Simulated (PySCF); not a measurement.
# C3H6: the cost of one run

The runs use PySCF 2.14.0, with density-fitted response routines of our own; the level of theory stands in each step. All values are computed, except where a source is named. Atoms count from 0, in the outputs and in this text.

## (1) The molecule as given

9 atoms, charge 0, multiplicity 1; geometry from: GFN2-xTB. The atoms were then displaced at random by about 0.01 Å, so the start is not that level's minimum.

Bonds of the start (Å): C0–C1 1.33, C1–C2 1.51, C0–H3 1.09, C0–H4 1.05, C1–H5 1.08, C2–H6 1.08, C2–H7 1.08, C2–H8 1.08.

## (2) Optimising the geometry at PBE0-D3(BJ)/def2-TZVP

Job settings and geometry (Å):

```
{"job": {"xc": "PBE0", "basis": "def2-TZVP", "d3": "d3bj", "grid": 2, "shake": 0.01, "kind": "geom"}, "charge": 0, "multiplicity": 1}
C      1.362630     0.055090    -0.258820
C      0.277260    -0.111930     0.498410
C     -1.150260    -0.004700     0.024970
H      1.283010     0.332800    -1.311160
H      2.343140    -0.011970     0.107050
H      0.400480    -0.351680     1.544900
H     -1.647450     0.761470     0.602460
H     -1.160130     0.255440    -1.027740
H     -1.650870    -0.941670     0.213430
```

Run with:

```
$ OMP_NUM_THREADS=1 python probes_run.py task.json out
```

This one command runs all jobs of the session in turn.

Q: Estimate the wall time and peak memory of this first job on 1 thread of Arm Neoverse V1, shared host.

About 38 s, with a peak of 0.56 GiB.
